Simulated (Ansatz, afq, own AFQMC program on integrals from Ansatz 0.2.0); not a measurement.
**Al, doublet in aug-cc-pVDZ, levels against full CI**

A free Al atom.

Basis aug-cc-pVDZ. Only valence electrons are correlated. AFQMC by an in-house program on the Cholesky factors that Ansatz 0.2.0 writes for its CCSD(T) run. The CISD trial takes its coefficients from CCSD amplitudes. Released means that phaseless walkers are propagated on without the constraint, phases kept. ± is one standard error of the sampling.

Determinant: UHF, the one that the program's search chose, which needn't be the lowest solution.

Full CI on the same integrals is exact in this basis and with this determinant's frozen core.

Cautions: the released energies have errors that jump between times, so the bars are unsure, so no released level is given (meV from the phaseless value at times in 1/Eh: -0.8 ± 0.8 at 0.24, -1.3 ± 0.8 at 0.51, 3 ± 5 at 0.99, -2.5 ± 0.7 at 1.62, -3.0 ± 0.6 at 2.40), though the last usable value meets full CI within the noise.

* T1 diagnostic: 0.0170
* weight of the determinant in the CISD state: 0.930
* ⟨S²⟩ of the determinant: 0.768
* size of the correlated space: 3 electrons in 22 orbitals

```tsv
level	correlation energy (eV)
MP2	-0.8435
CCSD	-1.2992
CCSD(T)	-1.3206
```

**Question.** Estimate where phaseless AFQMC with the Hartree–Fock trial lies against CCSD(T) on the same integrals.

**Answer.** 1.48 ± 0.34 kcal/mol above CCSD(T).

Reference: full CI, correlation energy -1.332 eV.

```tsv
level	E − E(reference) (kcal/mol)	share of correlation (%)
CCSD(T)	0.26	99.16
ph-AFQMC/HF	1.74 ± 0.34	94.34
ph-AFQMC/CISD	0.09 ± 0.02	99.70
```

A walk keeps the symmetry of its determinant, which the program's search chose and which needn't be the lowest solution, so a lower state of the same spin and another symmetry isn't excluded.
